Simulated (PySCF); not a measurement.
Work out the structure from these simulated measurements.

Elements present: C, H, O and S. Monoisotopic mass: 106.0452 u.

| Item | Value |
| --- | --- |
| 1H NMR | chemical shifts (computed TMS as zero) by class: 2.42 (2 H), 2.18 (2 H), 1.47 (6 H) ppm [GIAO PBE0/pcSseg-1] |
| UV, strongest line | among the 8 lowest singlet transitions: S4 at 6.40 eV (194 nm, f = 0.104) [TDDFT B3LYP/def2-SVPD] |
| 13C NMR | chemical shifts (computed TMS as zero) by class: 57.6 (2 C), 10.3 (2 C) ppm [GIAO PBE0/pcSseg-1] |
| Rotational structure | rotational constants A, B, C: 6.352, 1.694, 1.465 GHz [GFN2-xTB] |
| UV, first state | lowest singlet excitation: 5.66 eV (219 nm, f = 0.071) [TDDFT B3LYP/def2-SVPD] |
| NMR, other nuclei | isotropic shieldings of nuclei other than C and H, by class: 309 (1 O), 174 (1 S) ppm [GIAO PBE0/pcSseg-1] |
| Dipole | 3.70 D [B3LYP/def2-SVPD] |
| Triplet | lowest triplet excitation (Tamm–Dancoff): 4.95 eV [TDA B3LYP/def2-SVPD] |

Gas-phase values; electronic properties from PySCF, density fitting. Levels stand in brackets. One conformer (not necessarily the lowest) at the GFN2-xTB geometry, without solvent, vibrations or thermal averaging. NMR values are class means; diastereotopic atoms form classes of their own.

Question: Which formula fits the mass and the elements?

Answer: C4H10OS (calculated 106.0452). No other formula that holds each of these elements comes within 0.0003 u with a fitting electron parity and a possible valence count.

Question: Give a SMILES that accounts for the data.

Answer: Numbering: `[CH3:1][CH2:2][S:3](=[O:4])[CH2:5][CH3:6]`. 4 carbons fall into 2 classes; from least to most shielded: sp3 carbon bound to sulfur [C2/C5] (57.6 ppm, 2 C), methyl carbon [C1/C6] (10.3 ppm, 2 C). Hydrogen classes from least to most shielded: 2 H on 2 like atoms (sp3 carbon bound to sulfur), C2/C5 (2.42 ppm), 2 H on 2 like atoms (sp3 carbon bound to sulfur), C2/C5 (2.18 ppm), 6 H on 2 methyl carbons, C1/C6 (1.47 ppm, a mean of values up to 0.8 ppm apart in this geometry). The other shieldings belong to: 309 ppm, sulfinyl oxygen [O4]; 174 ppm, sulfinyl sulfur [S3]. The optimised geometry has point group Cs and is an asymmetric top. Structure: `CCS(=O)CC` (diethyl sulfoxide). Computed isomers that give other values at the same levels: `CC(C)[S@](C)=O` (13C chemical shifts (computed TMS as zero) by class: 65.0 (1 C), 44.0 (1 C), 18.0 (1 C), 17.7 (1 C) ppm); `CCC[S@](C)=O` (rotational constant A: 6.011 GHz; this holds for the one conformer computed). The assignments are read from this structure; whether some other isomer fits the data as well wasn't checked.

The values belong to the conformer `[CH3:1][CH2:2][S:3](=[O:4])[CH2:5][CH3:6]`: C1–C2–S3–O4 -67°, C2–S3–C5–C6 175°.
